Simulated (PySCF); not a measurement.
C₃H₉N, SMILES CN(C)C (connectivity only; charge and spin as stated), charge +1, multiplicity 2.

Geometry optimised at B3LYP-D3(BJ)/def2-SVP. The spin state was assumed, not searched.

Two levels are set side by side: PBE/def2-TZVP (PySCF) and r2SCAN/def2-TZVP (PySCF). Same geometry, gas phase. Differences are taken from unrounded values.

```json
[
 {"quantity": "α-spin orbital gap (eV)", "r2SCAN": "8.52", "PBE": "7.34", "PBE minus r2SCAN": "-1.18"},
 {"quantity": "β-spin orbital gap (eV)", "r2SCAN": "5.41", "PBE": "4.49", "PBE minus r2SCAN": "-0.92"},
 {"quantity": "mean polarisability (bohr³)", "r2SCAN": "43.7", "PBE": "45.3", "PBE minus r2SCAN": "1.6"}
]
```

Rough cost on one machine, each run with all the roots and properties that it gave: r2SCAN against PBE about 3 times.
